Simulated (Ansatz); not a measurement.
# SiHCl2 radical: up Jacob's ladder to CCSD(T)

One table from this session's results is given with a row withheld; the runs are named, their logs left out.

The runs use Ansatz 0.2.0, Gaussian basis; functionals in def2-TZVPP, the program's frozen cores in correlated methods.

The runs, in order: LDA (SPW92), PBE-D4, revPBE-D4, BLYP-D4, r2SCAN-D4, B97M-V, PBE0-D4, B3LYP-D4, r2SCANh-D4, r2SCAN0-D4, HSE06-D4, BHLYP-D4, CAM-B3LYP-D4, LC-ωPBE, ωB97X-V, ωB97M-V, B2PLYP, PBE-QIDH; CCSD(T)/def2-SVP; CCSD(T)/def2-TZVPP; MP2/def2-QZVPP; extrapolation to the limit; RPA on PBE.

### The relaxed structure

All runs share one geometry, relaxed beforehand with PBE0-D4 in a triple-zeta def2 set.

SMILES `Cl[SiH]Cl`, 4 atoms, charge 0, spin multiplicity 2.

Atoms are counted from 1 here; the program's logs count them from 0.

Bond lengths: Cl1–Si2 2.047 Å, Si2–Cl3 2.047 Å, Si2–H4 1.488 Å. Angles: Cl1–Si2–Cl3 110.2°, Cl1–Si2–H4 108.0°, Cl3–Si2–H4 108.0°.

Coordinates:

```csv
atom,x (Å),y (Å),z (Å)
Cl1,-1.6466,0.1778,0.8894
Si2,0.1876,-0.4142,0.2000
Cl3,0.2509,-0.2813,-1.8417
H4,1.2082,0.5177,0.7524
```

Set-up of the first run:

Contents of in.yaml:

```yaml
crystal:
  periodic: [false, false, false]
  atoms:
    - {symbol: Cl, position_ang: [-1.646644, 0.177814, 0.889382]}
    - {symbol: Si, position_ang: [0.187626, -0.414158, 0.199985]}
    - {symbol: Cl, position_ang: [0.250858, -0.281336, -1.841739]}
    - {symbol: H, position_ang: [1.208160, 0.517690, 0.752372]}
basis:
  gaussian: {orbitals: def2-TZVPP}
magnetization: {spin_polarized: true, initial_magnetization: 1}
hamiltonian: {xc: lda}
output: {orbitals: {seedname: orbitals}}
```

Steps of the session up to this table: LDA; PBE-D4 (GGA); revPBE-D4 (GGA); BLYP-D4 (GGA); r2SCAN-D4 (meta-GGA); B97M-V (meta-GGA); PBE0-D4 (hybrid); B3LYP-D4 (hybrid); r2SCANh-D4 (hybrid); r2SCAN0-D4 (hybrid); HSE06-D4 (hybrid); BHLYP-D4 (hybrid); CAM-B3LYP-D4 (range-separated); LC-ωPBE-D4 (range-separated; the results give it without D4); ωB97X-V (range-separated); ωB97M-V (range-separated); B2PLYP (double hybrid); PBE-QIDH (double hybrid).

One table of the session follows, with a row left open; its other results are not shown here.

It belongs to the step «Frontier levels by functional». 

| functional | HOMO (eV) | LUMO (eV) | gap (eV) |
| --- | --- | --- | --- |
| LDA (SPW92) | -5.52 | -4.37 | 1.15 |
| PBE-D4 | -5.55 | -3.94 | 1.61 |
| revPBE-D4 | -5.54 | -3.80 | 1.74 |
| BLYP-D4 | -5.35 | -3.97 | 1.38 |
| r2SCAN-D4 | -5.94 | -3.48 | 2.46 |
| B97M-V | -5.67 | -4.07 | 1.60 |
| PBE0-D4 | -6.76 | -3.06 | 3.70 |
| B3LYP-D4 | -6.47 | -3.46 | 3.02 |
| r2SCANh-D4 | -6.38 | -3.19 | 3.19 |
| r2SCAN0-D4 | -7.03 | -2.75 | 4.28 |
| HSE06-D4 | -6.36 | -3.44 | 2.92 |
| BHLYP-D4 | -7.78 | -2.28 | 5.50 |
| CAM-B3LYP-D4 | -7.99 | -2.18 | 5.80 |
| LC-ωPBE | -9.43 | -0.76 | 8.67 |
| ωB97X-V | ? | ? | ? |
| ωB97M-V | -8.51 | -1.43 | 7.08 |

Q: Estimate the row for ωB97X-V from the others.

The run gave: HOMO (eV): -8.91; LUMO (eV): -1.31; gap (eV): 7.60. In the column «HOMO (eV)» it lies between LC-ωPBE (-9.43) and ωB97M-V (-8.51).
